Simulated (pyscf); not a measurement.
A first-order saddle from PySCF, ωB97X-D3(BJ)/def2-SVP:

```
Al
N 1 1.7812
H 2 1.0137 1 125.32
H 2 1.0142 3 109.90 1 -167.65
N 1 1.7816 2 123.99 3 149.59
H 5 1.0133 1 125.38 2 139.65
H 5 1.0139 6 110.24 1 -179.20
H 1 1.6669 2 119.69 3 -36.00
H 8 1.0579 1 77.71 2 -98.81
C 8 1.4894 9 162.13 1 -2.08
H 10 1.1009 8 92.85 9 136.56
H 10 1.1012 11 109.59 8 -104.34
H 10 1.1086 11 105.75 12 -115.44
```
Charge 0, spin multiplicity 1.

Surface: singlet, charge 0. Lowest wavenumbers (cm⁻¹): 1435i, 48, 161, 197, 222.

**Question.** Name the species on either side of this saddle.

**Answer.** `[CH3][Al]([NH2])[NH2]` + `[H][H]` ⇌ `[NH2][AlH][NH2]` + `[CH4]`, a four-centre exchange read from left to right: Al–C, H–H broken and Al–H, C–H formed. At ωB97M-D3(BJ)/def2-TZVP it lies +36.4 kcal/mol from the left side and +43.0 kcal/mol from the right (each side as separated species at their lowest minima found). At the saddle there is also a short Al–H contact that neither side keeps. This is the saddle that the search found; another between the same sides may lie lower.
